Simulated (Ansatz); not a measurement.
Isomers of C2HF2

2 of its isomers, all doublets with charge 0: A = `F/[C]=C\F`; B = `[CH]=C(F)F`.

Shapes, held fixed at every level: PBE0-D4/def2-TZVP. Programs: Ansatz 0.2.0.

A:

```xyz
5

F    -1.0494    0.4760   -1.4862
C    -0.1040   -0.1803   -0.8932
C     0.3141   -0.1751    0.3513
F    -0.2420    0.5996    1.2947
H     1.1311   -0.7939    0.6920
```

B:

```xyz
5

C    -0.0282    0.9127   -0.0149
C     0.1636   -0.3661    0.1246
F     1.0438   -0.9117    0.9325
F    -0.4926   -1.3132   -0.5203
H    -0.6366    1.6045   -0.5634
```

Electronic energies in kJ/mol, without zero-point or thermal terms.

| level | kind | B − A |
| --- | --- | --- |
| HF/def2-SVP | Hartree–Fock | -37.4 |
| HF/def2-TZVPP | Hartree–Fock | -33.6 |
| SPW92/def2-TZVPP | LDA | -27.4 |
| BHLYP-D4/def2-TZVPP | global hybrid | -32.1 |
| r2SCAN0-D4/def2-TZVPP | global hybrid | -34.4 |
| wB97X-V/def2-TZVPP | range-separated hybrid | -29.0 |
| B2PLYP/def2-TZVPP | double hybrid | -29.0 |

B2PLYP/def2-TZVPP puts B lowest of these. All levels agree on that. The B − A difference spans -37.4 to -27.4 kJ/mol over the levels. Spin contamination: C2HF2 (SMILES F/[C]=C\F) (⟨S²⟩ up to 0.94), C2HF2 (SMILES [CH]=C(F)F) (⟨S²⟩ up to 0.90). Open shells run unrestricted unless RO is named.
